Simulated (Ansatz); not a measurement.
Reactions of `FC1=CCN1`.

Isolated molecules relaxed with PBE0-D4/def2-TZVP in Ansatz; ΔE leaves out vibrations. CCSD(T)/CBS adds triple-zeta CCSD(T) − MP2 to the extrapolated MP2 energy (def2 sets, frozen cores). This one scheme is used for every species, atoms too. No spin–orbit coupling; open shells (•) take unrestricted orbitals. Spin–orbit coupling would lower the free atoms: a little for C, F. One conformer a species, not always the lowest.

(1) Order these by ΔE at CCSD(T)/CBS, lowest first. (Estimate.)
A. `FC1=CCN1` → `N=C=CCF`
B. `FC1=CCN1` → `C=CC(=N)F`
C. `FC1=CCN1` → `NC1=C(F)C1`
D. `FC1=CCN1` → `NC1(F)C=C1`
E. `FC1=CCN1` → `FC1C=NC1`
F. `FC1=CCN1` → 3 C• + F• + 4 H• + N•
G. `FC1=CCN1` + H₂ → `C1=CNC1` + H–F
H. `FC1=CCN1` → `CC1(F)C=N1`

Largest T1 diagnostic: 0.013, for `N=C=CCF`.

## Answers

(1) B (-115.1 kJ/mol), G (-81.9 kJ/mol), A (-26.4 kJ/mol), E (-11.5 kJ/mol), H (0.0 kJ/mol), D (+45.9 kJ/mol), C (+103.4 kJ/mol), F (+3679.7 kJ/mol).
